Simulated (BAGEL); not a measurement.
# CH7BSi (SMILES CB[SiH3]): B3LYP/6-311+G(d,p) (density fitting with qzvpp-jkfit)

What is the energy change on altering one bond length of CH7BSi at B3LYP/6-311+G** (density fitting with qzvpp-jkfit)? 

The calculation is run with BAGEL 1.2.2.

## 1. Starting point

CH7BSi has 10 atoms, charge 0, and is taken as a singlet. As SMILES, `CB[SiH3]`. The coordinates come from a PBE0-D4/def2-TZVP relaxation.

Bond lengths: C1–B2 1.550 Å, B2–Si3 2.018 Å, C1–H4 1.106 Å, C1–H5 1.092 Å, C1–H6 1.091 Å, B2–H7 1.201 Å, Si3–H8 1.491 Å, Si3–H9 1.491 Å, Si3–H10 1.494 Å. Some angles: C1–B2–Si3 124.4°, C1–B2–H7 118.6°, Si3–B2–H7 117.0°, B2–C1–H4 102.7°, B2–C1–H5 114.9°, B2–C1–H6 116.1°, B2–Si3–H8 111.7°, B2–Si3–H9 114.0°, B2–Si3–H10 107.9°, H4–C1–H5 105.3°.

## 2. A single-point energy at B3LYP/6-311+G(d,p) (density fitting with qzvpp-jkfit)

Contents of input.json:

```json
{ "bagel" : [

{
  "title" : "molecule",
  "basis" : "6-311+gss.json",
  "df_basis" : "qzvpp-jkfit",
  "angstrom" : "true",
  "geometry" : [
    { "atom" : "C", "xyz" : [   -1.087900,    0.975000,   -0.576900 ] },
    { "atom" : "B", "xyz" : [    0.112000,    0.000300,   -0.689900 ] },
    { "atom" : "Si", "xyz" : [    1.014100,   -0.883100,    0.884800 ] },
    { "atom" : "H", "xyz" : [   -1.958400,    0.307500,   -0.716200 ] },
    { "atom" : "H", "xyz" : [   -1.157900,    1.712200,   -1.380000 ] },
    { "atom" : "H", "xyz" : [   -1.228600,    1.454100,    0.393400 ] },
    { "atom" : "H", "xyz" : [    0.516800,   -0.288200,   -1.783700 ] },
    { "atom" : "H", "xyz" : [    1.154200,   -2.354100,    0.685500 ] },
    { "atom" : "H", "xyz" : [    0.324900,   -0.654200,    2.186700 ] },
    { "atom" : "H", "xyz" : [    2.393700,   -0.320800,    0.999300 ] }
  ]
},
{ "title" : "ks", "xc_func" : "b3lyp" },
{ "title" : "print", "file" : "orbitals.molden", "orbitals" : "true" }

]}
```

The basis set 6-311+G** is read from a file made from the Basis Set Exchange's data (not shown).

Run with:

```console
$ BAGEL_NUM_THREADS=1 BAGEL input.json > input.out
```

Standard output:

```text
* using 1 threads per process

  ===============================================================
  ===============================================================

  *** Geometry ***

  { "atom" : "C", "xyz" : [     -2.055833,      1.842483,     -1.090183 ] },
  { "atom" : "B", "xyz" : [      0.211649,      0.000567,     -1.303722 ] },
  { "atom" : "Si", "xyz" : [      1.916371,     -1.668817,      1.672030 ] },
  { "atom" : "H", "xyz" : [     -3.700840,      0.581091,     -1.353422 ] },
  { "atom" : "H", "xyz" : [     -2.188114,      3.235589,     -2.607822 ] },
  { "atom" : "H", "xyz" : [     -2.321718,      2.747851,      0.743418 ] },
  { "atom" : "H", "xyz" : [      0.976610,     -0.544619,     -3.370704 ] },
  { "atom" : "H", "xyz" : [      2.181122,     -4.448604,      1.295407 ] },
  { "atom" : "H", "xyz" : [      0.613972,     -1.236259,      4.132264 ] },
  { "atom" : "H", "xyz" : [      4.523437,     -0.606224,      1.888403 ] },

  Number of auxiliary basis functions:      404

  Since a DF basis is specified, we compute 2- and 3-index integrals:
    o Being stored without compression. Storage requirement is 0.043 GB

  Number of basis functions:      116
  Number of electrons      :       32

    * METHOD: MOLECULE                             0.20

  *** Kohn-Sham DFT ***

    * Removing 17352 points whose weight is below 1.00e-10
    * Grid points: 131708

  === Nuclear Repulsion ===
    91.0613288949

       - DIIS with orbital gradients will be used.

  === KS iteration (b3lyp / 6-311+gss.json) ===
      0       -265.31636426          0.24911951           0.46
      1       -226.30976897          0.16143415           0.44
      2       -269.50445457          0.21939599           0.44
      3       -315.79354450          0.15704197           0.45
      4       -339.93513053          0.13823815           0.45
      5       -334.23165837          0.13939432           0.45
      6       -338.85868983          0.12837969           0.45
      7       -240.57656448          0.22777285           0.45
      8       -353.39365736          0.06391164           0.45
      9       -356.30212928          0.02340370           0.45
     10       -356.57523604          0.01561240           0.45
     11       -356.67813569          0.00347364           0.45
     12       -356.68380590          0.00183942           0.45
     13       -356.68523278          0.00038480           0.45
     14       -356.68528748          0.00006552           0.44
     15       -356.68528929          0.00001305           0.45
     16       -356.68528936          0.00000254           0.45
     17       -356.68528937          0.00000100           0.45
     18       -356.68528937          0.00000024           0.45
     19       -356.68528937          0.00000007           0.45
     20       -356.68528937          0.00000003           0.45
     21       -356.68528937          0.00000001           0.45
    * SCF iteration converged.

    * Permanent dipole moment:
           (    0.357137,    -0.226999,     0.194390) a.u.

    * METHOD: KS                                  10.74

    * METHOD: PRINT                                0.03

  ===============================================================
```

Run time: 11 s. Hardware: 1 thread of Arm Neoverse V1, shared host; peak memory 0.66 GiB.

## 3. The distorted shape

Contents of input.json:

```json
{ "bagel" : [

{
  "title" : "molecule",
  "basis" : "6-311+gss.json",
  "df_basis" : "qzvpp-jkfit",
  "angstrom" : "true",
  "geometry" : [
    { "atom" : "C", "xyz" : [   -1.411734,    1.205796,    0.298123 ] },
    { "atom" : "B", "xyz" : [   -0.211834,    0.231096,    0.185123 ] },
    { "atom" : "Si", "xyz" : [    0.690266,   -0.652304,    1.759823 ] },
    { "atom" : "H", "xyz" : [   -2.282234,    0.538296,    0.158823 ] },
    { "atom" : "H", "xyz" : [   -1.481734,    1.942996,   -0.504977 ] },
    { "atom" : "H", "xyz" : [   -1.552434,    1.684896,    1.268423 ] },
    { "atom" : "H", "xyz" : [    0.516800,   -0.288200,   -1.783700 ] },
    { "atom" : "H", "xyz" : [    0.830366,   -2.123304,    1.560523 ] },
    { "atom" : "H", "xyz" : [    0.001066,   -0.423404,    3.061723 ] },
    { "atom" : "H", "xyz" : [    2.069866,   -0.090004,    1.874323 ] }
  ]
},
{
  "title" : "ks",
  "xc_func" : "b3lyp"
},
{
  "title" : "print",
  "file" : "orbitals.molden",
  "orbitals" : "true"
}

]}
```

The basis set 6-311+G** is read from a file made from the Basis Set Exchange's data (not shown).

Run with:

```console
$ BAGEL_NUM_THREADS=1 BAGEL input.json > input.out
```

Standard output:

```text
* using 1 threads per process

  ===============================================================
  ===============================================================

  *** Geometry ***

  { "atom" : "C", "xyz" : [     -2.667791,      2.278624,      0.563371 ] },
  { "atom" : "B", "xyz" : [     -0.400308,      0.436708,      0.349832 ] },
  { "atom" : "Si", "xyz" : [      1.304414,     -1.232676,      3.325583 ] },
  { "atom" : "H", "xyz" : [     -4.312797,      1.017232,      0.300132 ] },
  { "atom" : "H", "xyz" : [     -2.800071,      3.671730,     -0.954268 ] },
  { "atom" : "H", "xyz" : [     -2.933675,      3.183992,      2.396972 ] },
  { "atom" : "H", "xyz" : [      0.976610,     -0.544619,     -3.370704 ] },
  { "atom" : "H", "xyz" : [      1.569164,     -4.012463,      2.948961 ] },
  { "atom" : "H", "xyz" : [      0.002014,     -0.800118,      5.785818 ] },
  { "atom" : "H", "xyz" : [      3.911480,     -0.170083,      3.541957 ] },

  Number of auxiliary basis functions:      404

  Since a DF basis is specified, we compute 2- and 3-index integrals:
    o Being stored without compression. Storage requirement is 0.043 GB

  Number of basis functions:      116
  Number of electrons      :       32

    * METHOD: MOLECULE                             0.20

  *** Kohn-Sham DFT ***

    * Removing 16586 points whose weight is below 1.00e-10
    * Grid points: 132474

  === Nuclear Repulsion ===
    88.9607230064

       - DIIS with orbital gradients will be used.

  === KS iteration (b3lyp / 6-311+gss.json) ===
      0       -265.20984704          0.24579263           0.47
      1       -230.37123550          0.14956226           0.45
      2       -270.01809862          0.21928957           0.45
      3       -307.78987325          0.16207116           0.45
      4       -331.64314820          0.14672847           0.45
      5       -330.77895122          0.14941464           0.45
      6       -331.24956697          0.14660524           0.45
      7       -194.36439451          0.18830087           0.45
      8       -345.86264449          0.10779601           0.45
      9       -348.02897743          0.10466435           0.45
     10       -355.33197415          0.04788901           0.44
     11       -355.67927075          0.04256257           0.45
     12       -356.40738648          0.01683070           0.45
     13       -356.50570782          0.01127560           0.45
     14       -356.57292913          0.00292936           0.45
     15       -356.57815469          0.00043919           0.45
     16       -356.57824583          0.00011238           0.45
     17       -356.57825198          0.00002137           0.44
     18       -356.57825229          0.00000609           0.44
     19       -356.57825232          0.00000137           0.45
     20       -356.57825232          0.00000059           0.45
     21       -356.57825232          0.00000024           0.44
     22       -356.57825232          0.00000005           0.44
     23       -356.57825232          0.00000001           0.44
     24       -356.57825232          0.00000001           0.45
    * SCF iteration converged.

    * Permanent dipole moment:
           (    0.631324,    -0.408768,    -0.645817) a.u.

    * METHOD: KS                                  12.11

    * METHOD: PRINT                                0.03

  ===============================================================
```

Run time: 13 s. Hardware: 1 thread of Arm Neoverse V1, shared host; peak memory 0.67 GiB.

## 4. Summary of results

Level: B3LYP/6-311+G** (density fitting with qzvpp-jkfit).

```
                                                         quantity          value
                                        first shape: total energy  -356.68529 Eh
                                       first shape: dipole moment         1.18 D
                                         first shape: HOMO energy       -7.75 eV
                                         first shape: LUMO energy       -2.00 eV
                                       first shape: HOMO–LUMO gap        5.76 eV
                                    distorted shape: total energy  -356.57825 Eh
                                   distorted shape: dipole moment         2.52 D
                                     distorted shape: HOMO energy       -6.78 eV
                                     distorted shape: LUMO energy       -2.44 eV
                                   distorted shape: HOMO–LUMO gap        4.34 eV
energy change with the B2–H7 bond stretched from 1.201 to 2.163 Å       2.913 eV
```

With the B2–H7 bond stretched from 1.201 to 2.163 Å the energy rises by 2.91 eV (67 kcal/mol). The first shape isn't relaxed at this level, so the change isn't measured from a minimum.
